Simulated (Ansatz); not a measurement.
# BH− (quartet): RPA-PBE over vertical spin and charge gaps, aug-cc-pVTZ

How well do these functionals follow the top wave-function level for BH− (quartet) over vertical spin and charge gaps?

Computed with Ansatz 0.2.0, Gaussian basis. Level: aug-cc-pVTZ, all electrons in the functionals, frozen cores in the correlation of double hybrids and RPA.

Plan: RPA-PBE, at charge -1, quartet; charge -1, doublet; charge -1, sextet; charge 0, triplet; charge 0, quintet.

10 further runs of the same task are left out: 2 for a known fault of the program, 3 that didn't finish, 5 set aside as unsound or not needed.

### 1 The system

The geometry is a PBE0/def2-TZVPD stationary point (not a proven minimum).

2 atoms, charge -1, spin multiplicity 4.

Atoms are counted from 1 here; the program's logs count them from 0.

Bond lengths: B1–H2 1.206 Å.

As a file:

| atom | x (Å) | y (Å) | z (Å) |
| --- | --- | --- | --- |
| B1 | 0.0000 | 0.0000 | 0.0000 |
| H2 | 0.0000 | 0.0000 | 1.2058 |

No dispersion term is added.

The geometry shown and the zero of energy belong to the point charge -1, quartet. The yardstick, UCCSDT(Q), and other wave-function levels (R restricted, U unrestricted, valence and pair active spaces) come from earlier runs.

### 2 RPA-PBE, charge -1, quartet

Input file in.yaml:

```yaml
crystal:
  periodic: [false, false, false]
  atoms:
    - {symbol: B, position_ang: [0.000000, 0.000000, 0.000000]}
    - {symbol: H, position_ang: [0.000000, 0.000000, 1.205800]}
basis:
  gaussian: {orbitals: aug-cc-pVTZ}
total_charge: -1
magnetization: {spin_polarized: true, initial_magnetization: 3}
hamiltonian: {xc: {name: PBE}}
correlation: {method: rpa, electrons: outside_noble_gas}
```

On the command line:

```sh
$ ansatz run in.yaml --threads 1 --pin off --events-out ev --progress --plain --max-ram 2560MiB --backend cpu
```

After this run come: RPA-PBE, charge -1, doublet; RPA-PBE, charge -1, sextet; RPA-PBE, charge 0, triplet; RPA-PBE, charge 0, quintet.

Q: Predict the results of all the runs planned. Wanted: quartet to doublet, UCCSDT(Q); quartet to sextet, UCCSDT(Q); removing an electron; largest miss, RPA-PBE (for each run or level that gives them).

**Answer**, as computed:

```
                                 quantity                                       value
            quartet to doublet, UCCSDT(Q)                                   -0.798 eV
             quartet to sextet, UCCSDT(Q)                                    7.583 eV
removing an electron (triplet), UCCSDT(Q)                                    0.572 eV
removing an electron (quintet), UCCSDT(Q)                                    7.010 eV
                    largest miss, RPA-PBE  +0.404 eV (removing an electron (quintet))
```

What this shows: RPA-PBE strays by up to 0.404 eV, at removing an electron (quintet). Functionals and the yardstick converge differently with the basis, so part of each miss in aug-cc-pVTZ is the basis.
